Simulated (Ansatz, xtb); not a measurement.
**Isomers of H2SSi2 in order of energy**

4 gas-phase structures of H2SSi2, found in a search over its isomers (lower ones may exist). Each was relaxed with GFN2-xTB; where two conformers were screened, the lower at r2SCAN-D4/def2-SVP is listed:

A. a singlet given by its coordinates
B. a singlet given by its coordinates
C. `[SiH][SiH]=S`, a singlet
D. `[SiH][SiH]=S`, a triplet

A (Å):

```xyz
5

S     0.0350   -0.5860    0.9732
Si   -0.6186    0.4470   -0.8894
Si   -1.9982   -0.9854    0.2472
H    -0.4432    1.8850   -0.6711
H     0.3557    0.1113   -1.9306
```

Close contacts (Å): S1–Si2 2.23, S1–Si3 2.20, Si2–Si3 2.29, Si2–H4 1.46, Si2–H5 1.46.

B (Å):

```json
{"atom": "S", "x (Å)": "-1.7346", "y (Å)": "-0.8926", "z (Å)": "-2.4221"}
{"atom": "Si", "x (Å)": "0.9579", "y (Å)": "1.5381", "z (Å)": "-0.5394"}
{"atom": "Si", "x (Å)": "-0.8511", "y (Å)": "0.4438", "z (Å)": "-1.2291"}
{"atom": "H", "x (Å)": "1.0640", "y (Å)": "1.3299", "z (Å)": "0.9286"}
{"atom": "H", "x (Å)": "0.6522", "y (Å)": "2.9902", "z (Å)": "-0.6303"}
```

Close contacts (Å): S1–Si3 2.00, Si2–Si3 2.22, Si2–H4 1.49, Si2–H5 1.49.

Task: Which do you expect lowest at r2SCAN-D4/def2-SVP, and how would the others follow?

Result: Calculated order at r2SCAN-D4/def2-SVP: A (0.0), B (22.3), C (33.5), D (42.1) kcal/mol.

Energies above the lowest of each column, in kcal/mol; the last columns are at PBE0-D3(BJ)/pcseg-1 geometries and were run for some of them only (a dash: not run or not comparable):

| structure | GFN2-xTB | HF/STO-3G | r2SCAN-D4/def2-SVP | PBE0-D3(BJ)/pcseg-1 | CCSD(T)/def2-TZVPP |
| --- | --- | --- | --- | --- | --- |
| A | 0.0 | 0.0 | 0.0 | 0.0 | 0.0 |
| B | 4.0 | 45.8 | 22.3 | 24.5 | 24.3 |
| C | 5.3 | 56.1 | 33.5 | – | – |
| D | – | 39.4 | 42.1 | – | – |

Every level run on A puts it lowest or level with the lowest. Some further structures that were screened fall inside this span and aren't listed. Flexible structures stand in one conformer each, not always the lowest. Frequencies (PBE0-D3(BJ)/pcseg-1) were run for A, B alone. GFN2-xTB has no spin polarisation and isn't compared across spin states. Open shells are spin-unrestricted, some with notable spin contamination. Large T1 diagnostics make some coupled-cluster values less sure.

Programs: Ansatz 0.2.0, xtb 6.7.1.
